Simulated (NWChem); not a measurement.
How basis sets differ on BPH6 (SMILES [BH3-][PH3+])

BPH6 has 8 atoms, charge 0, and is taken as a singlet. As SMILES, `[BH3-][PH3+]`. Geometry: relaxed at PBE0-D4/def2-TZVP.

Quantity: the electronic atomisation energy, in eV. The values are calculated. Electronic energies at fixed atoms, without zero-point motion or spin-orbit coupling.

| level | kind | program | value (eV) | CPU time (all runs) |
| --- | --- | --- | --- | --- |
| BP86/LANL2DZ (core potential) | GGA | NWChem | 23.16 | 4.6 s |
| BP86/MINI | GGA | NWChem | 17.83 | 3.9 s |
| BP86/SBKJC-VDZ (core potential) | GGA | NWChem | 22.55 | 4.2 s |
| BP86/DGauss-DZVP | GGA | NWChem | 24.17 | 6.5 s |
| BP86/jorge-DZP | GGA | NWChem | 23.87 | 8.2 s |
| BP86/jorge-TZP | GGA | NWChem | 24.40 | 32 s |

The values span 17.83 to 24.40 eV. Without the sets that lack polarisation functions the rows with a basis span only 23.87 to 24.40 eV. Times are those of the runs behind each value, whatever else they computed, on shared processors of several kinds: orders of magnitude only.
